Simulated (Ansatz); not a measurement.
A made-up structure of C2H3O (charge +1), closed shell:

C1  (-0.322, 0.308, -0.193)
C2  (0.618, -0.593, 0.370)
O3  (1.354, -1.298, 0.811)
H4  (-0.074, 0.447, -1.253)
H5  (-1.324, -0.126, -0.084)
H6  (1.909, -1.835, 1.398)
(Å)

It is relaxed with PBE-D4/def2-SVP and then PBE0-D4/def2-TZVP (Ansatz 0.2.0). Atoms count as bonded within 1.22 times the sum of their covalent radii (H–H: 0.88 Å). The end point is not checked to be a true minimum.

Question: Does its bonding change? (Judge from chemistry; the calculation decides.)

Answer: By the calculation: No: no bond forms or breaks.

Where it ends: The first stage lowers the energy by 1.96 eV in 11 steps. It ends as C₂H₃O ([CH2][C][OH]), total charge +1:
C1  (-0.284, 0.000, -0.298)
C2  (0.545, -0.792, 0.248)
O3  (1.305, -1.634, 0.693)
H4  (0.037, 0.639, -1.122)
H5  (-1.309, 0.056, 0.072)
H6  (1.866, -1.364, 1.456)
(Å)

Labels in which every atom is bracketed show which atoms are joined, not bond orders.

For scale, one of the runs: PBE0-D4/def2-TZVP relaxation, 111 basis functions, launched by `ansatz run in.yaml --threads 2 --pin off --events-out ev --progress --plain --max-ram 4352MiB`. The run took about 12 s on 2 CPU threads of an Arm Neoverse V2 (shared host).
